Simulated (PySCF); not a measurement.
Work out the structure from these simulated measurements.

Formula: C6H10.

| Quantity | Value |
| --- | --- |
| Triplet | lowest triplet excitation (Tamm–Dancoff): 4.25 eV [TDA PBE0/def2-SVPD] |
| Polarisability | 71.9 au [PBE0/def2-SVPD] |
| UV, first state | lowest singlet excitation: 6.01 eV (206 nm, f = 0.001) [TDDFT PBE0/def2-SVPD] |
| Dipole | 0.91 D [PBE0/def2-SVPD] |
| 1H NMR | chemical shifts (computed TMS as zero) by class: 2.59 (2 H), 2.29 (3 H), 1.36 (3 H), 0.77 (2 H) ppm [GIAO PBE0/pcSseg-1] |
| Rotational structure | rotational constants A, B, C: 5.666, 2.455, 1.790 GHz [GFN2-xTB] |
| UV, strongest line | among the 6 lowest singlet transitions: S2 at 6.54 eV (190 nm, f = 0.206) [TDDFT PBE0/def2-SVPD] |
| 13C NMR | chemical shifts (computed TMS as zero) by class: 120.8 (1 C), 115.6 (1 C), 26.2 (1 C), 15.2 (1 C), 14.2 (1 C), 12.2 (1 C) ppm [GIAO PBE0/pcSseg-1] |

The electronic properties come from PySCF, for the isolated species, density fitting. Levels stand in brackets. The structure is a single GFN2-xTB conformer in the gas phase; no vibrational or solvent corrections. Each NMR value is the plain mean over a class of atoms that symmetry, rotation or inversion makes alike.

Task: What is the compound? Reason from the data.

Result: Numbering: `[CH3:1][CH2:2][C:3]1=[C:4]([CH3:5])[CH2:6]1`. Its formula, C6H10, gives 2 degrees of unsaturation: 1 ring and 1 π bond in the structure found. 6 carbons fall into 6 classes; from least to most shielded: fully substituted alkene carbon [C3] (120.8 ppm), fully substituted alkene carbon [C4] (115.6 ppm), allylic carbon [C2] (26.2 ppm), methyl carbon [C1] (15.2 ppm), allylic carbon [C5] (14.2 ppm), allylic carbon [C6] (12.2 ppm). Hydrogen classes from least to most shielded: 2 H on an allylic carbon, C2 (2.59 ppm), 3 H on an allylic carbon, C5 (2.29 ppm), 3 H on a methyl carbon, C1 (1.36 ppm), 2 H on an allylic carbon, C6 (0.77 ppm). The optimised geometry has point group Cs and is an asymmetric top. Structure: `C(C)C1CC=1C`. Computed isomers that give other values at the same levels: `C=C[C@@H]1C[C@H]1C` (13C chemical shifts (computed TMS as zero) by class: 151.4 (1 C), 117.5 (1 C), 28.9 (1 C), 20.7 (1 C), 18.6 (1 C), 17.5 (1 C) ppm); `C1=CCCCC1` (rotational constant A: 4.807 GHz; this holds for the one conformer computed); `C#CCCCC` (rotational constant A: 7.403 GHz; this holds for the one conformer computed). The assignments are read from this structure; whether some other isomer fits the data as well wasn't checked.

Conformer computed: `[CH3:1][CH2:2][C:3]1=[C:4]([CH3:5])[CH2:6]1`: C1–C2–C3–C4 0°.
